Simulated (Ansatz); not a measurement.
# BH₃+ (quartet): wave-function methods side by side, aug-cc-pVDZ

How much of the correlation energy of BH₃+ (quartet) does each wave-function method recover here?

Method: aug-cc-pVDZ, core rule «outside noble gas», up to 1 orbitals frozen; program: Ansatz 0.2.0, Gaussian basis.

The runs, in order: UHF; CCSD(T) on ROHF; CCSD(T) on UHF; BCCD(T) on ROHF; CISD; CCSDT(Q) on ROHF; CCSDT(Q) on UHF; Full CI.

16 further runs of the same task are left out: 2 for a known fault of the program, 4 that didn't finish, 10 set aside as unsound or not needed.

**1. The geometry**

The geometry is a PBE0/def2-TZVP stationary point (not a proven minimum) of the parent state, kept for this charge and spin.

4 atoms, charge 1, spin multiplicity 4.

Atoms are counted from 1 here; the program's logs count them from 0.

Bond lengths: B1–H2 1.276 Å, B1–H3 1.174 Å, B1–H4 1.276 Å. Angles: H2–B1–H3 145.8°, H2–B1–H4 68.5°, H3–B1–H4 145.8°.

As a file:

```xyz
4

B     0.00000    0.00000    0.06814
H     0.00000    0.71778   -0.98661
H     0.00000    0.00000    1.24235
H     0.00000   -0.71778   -0.98661
```

**2. UHF**

File in.yaml:

```yaml
crystal:
  periodic: [false, false, false]
  atoms:
    - {symbol: B, position_ang: [0.000000, 0.000000, 0.068140]}
    - {symbol: H, position_ang: [0.000000, 0.717784, -0.986606]}
    - {symbol: H, position_ang: [0.000000, 0.000000, 1.242354]}
    - {symbol: H, position_ang: [0.000000, -0.717784, -0.986606]}
basis:
  gaussian: {orbitals: aug-cc-pVDZ}
total_charge: 1
magnetization: {spin_polarized: true, initial_magnetization: 3}
hamiltonian: {xc: hf}
output: {orbitals: {seedname: orbitals}}
```

Run with:

```bash
> ansatz run in.yaml --threads 1 --pin off --events-out ev --progress --plain --max-ram 2393MiB
```

The runs that follow: CCSD(T) on ROHF; CCSD(T) on UHF; BCCD(T) on ROHF; CISD; CCSDT(Q) on ROHF; CCSDT(Q) on UHF; Full CI.

**Question.** What will the summary of the whole plan be? Wanted: FCI below the RHF energy; RMP2 from FCI; UMP2 from FCI; RCCSD from FCI; RCCSD(T) from FCI; UCCSD(T) from FCI; RCCSDT(Q) from FCI; UCCSDT(Q) from FCI; T1 diagnostic.

As calculated:

| quantity | value |
| --- | --- |
| FCI below the RHF energy | -2.3035 eV |
| RMP2 from FCI | +59.4 kJ/mol |
| UMP2 from FCI | +61.4 kJ/mol |
| RCCSD from FCI | +8.1 kJ/mol |
| RCCSD(T) from FCI | +2.1 kJ/mol |
| UCCSD(T) from FCI | +2.0 kJ/mol |
| RCCSDT(Q) from FCI | 0.0 kJ/mol |
| UCCSDT(Q) from FCI | -0.1 kJ/mol |
| levels within 1 kcal/mol (43 meV) | RCCSD(T), UCCSD(T), BCCD(T), RCCSDT, UCCSDT, RCCSDT(Q), UCCSDT(Q) |
| T1 diagnostic | 0.048 |
| effectively unpaired electrons | 3.02 |

What this shows: RCCSD(T) misses by +2.1 kJ/mol, 0.9 % of the correlation energy. The occupations are near whole numbers, but T1 = 0.048 shows that the orbitals relax strongly. These misses are within one basis, not against nature; the frozen cores of restricted and unrestricted runs differ, which can shift their rows.
